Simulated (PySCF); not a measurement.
Working out the ionisation energy of Ar

Ar [Ar] (1S) → Ar⁺ [Ne] 3s2 3p5 (2P). Computed with PySCF 2.14 in cc-pVTZ-DK (5s4p2d1f, 34 functions), with scalar relativity by spin-free X2C-1e. Frozen: [Ne]. Energies in hartree (1 hartree = 27.21139 eV):

```csv
part,Ar (lower),Ar⁺ (upper)
UHF,-528.621423,-528.086487
CCSD correlation,-0.223577,-0.189325
(T),-0.006470,-0.004998
```

Question: What does Hartree-Fock give?

Answer: (-528.086487) − (-528.621423) = 0.534936 hartree = 14.556 eV.

Question: What do CCSD and CCSD(T) give?

Answer: The CCSD correlation energies differ by 0.034252 hartree = 0.932 eV and the triples by 0.001472 hartree = 0.040 eV, so CCSD gives 15.488 eV and CCSD(T) 15.528 eV.

Measured between the centres of the two terms (NIST): 15.819 eV, so CCSD(T) (valence) is off by -0.291 eV.

What remains against the reference includes basis incompleteness, the frozen core and higher excitations.
